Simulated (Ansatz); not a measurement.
Relaxation of AlFH3N (6 atoms, charge 0, multiplicity 1), to a largest force component of 0.03 eV/Å in at most 50 steps.

Level of theory: RKS r2SCAN-D4/def2-SVPD (Ansatz).

```xyz
6
Properties=species:S:1:pos:R:3
Al -0.832 -0.012 0.499
H 1.776 0.011 1.412
N 2.286 0.003 0.511
H 2.019 -0.830 -0.008
H 2.001 0.814 -0.033
F -0.501 0.012 -1.172
```

Problem. Where does it end, and by what steps?

Solution. It converged. After 11 steps the energy has fallen by 0.042 eV; F6 moved furthest, 0.62 Å.

```tsv
step	energy less start (eV)	largest force component (eV/Å)	accepted
0	0.0000	0.641	yes
1	-0.0120	0.742	yes
2	-0.0206	0.326	yes
3	-0.0213	0.273	yes
4	-0.0245	0.030	yes
5	-0.0061	0.865	no
6	-0.0276	0.197	yes
7	-0.0299	0.250	yes
8	-0.0337	0.293	yes
9	-0.0381	0.259	yes
10	-0.0400	0.117	yes
11	-0.0421	0.011	yes
```

```xyz
6
Properties=species:S:1:pos:R:3
Al -0.888 -0.388 0.302
H 1.954 0.303 1.370
N 2.265 0.004 0.451
H 2.165 -1.003 0.371
H 1.719 0.468 -0.271
F -0.464 0.616 -1.014
```

Whether the end is a true minimum wasn't checked by a vibrational analysis.

The run took 11 s on 2 threads of Intel(R) Xeon(R) 6975P-C (Granite Rapids) (shared host), peak memory 0.17 GiB.
